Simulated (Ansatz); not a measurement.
**Crystal structures of arsenic under LDA**

All numbers below come from DFT, LDA (PW92), plane waves (420 eV) with PAW, scalar-relativistic (Ansatz 0.2.0). The PAW files were generated under PBE, with cores re-solved for the functional.

Each structure is relaxed within its own symmetry, so a high-lying one may be dynamically unstable. No dispersion correction is added.

| structure | ΔE (meV/atom) | V (Å³/atom) | cell | magnetic state |
| --- | --- | --- | --- | --- |
| grey arsenic (A7) | 0 | 20.37 | a = 3.760 Å, c = 9.983 Å (c/a = 2.655) | spin not included |
| black arsenic (Cmce) | 48 | 21.08 | a = 3.713 Å, b = 10.756 Å, c = 4.224 Å | spin not included |
| simple cubic | 74 | 19.14 | a = 2.675 Å | spin not included |
| bcc | 387 | 17.84 | a = 3.292 Å | spin not included |
| omega (AlB2-type) | 398 | 18.03 | a = 4.752 Å, c = 2.765 Å (c/a = 0.582) | spin not included |
| diamond | 403 | 26.55 | a = 5.967 Å | spin not included |
| hcp | 461 | 18.08 | a = 3.014 Å, c = 4.597 Å (c/a = 1.525) | spin not included |
| dhcp | 469 | 18.12 | a = 2.917 Å, c = 9.836 Å (c/a = 3.372) | spin not included |
| fcc | 501 | 18.15 | a = 4.171 Å | spin not included |
| A15 | 548 | 18.45 | a = 5.285 Å | spin not included |

ΔE counts from grey arsenic (A7).

Differences under about 8 meV lie within the error of the k-point mesh.
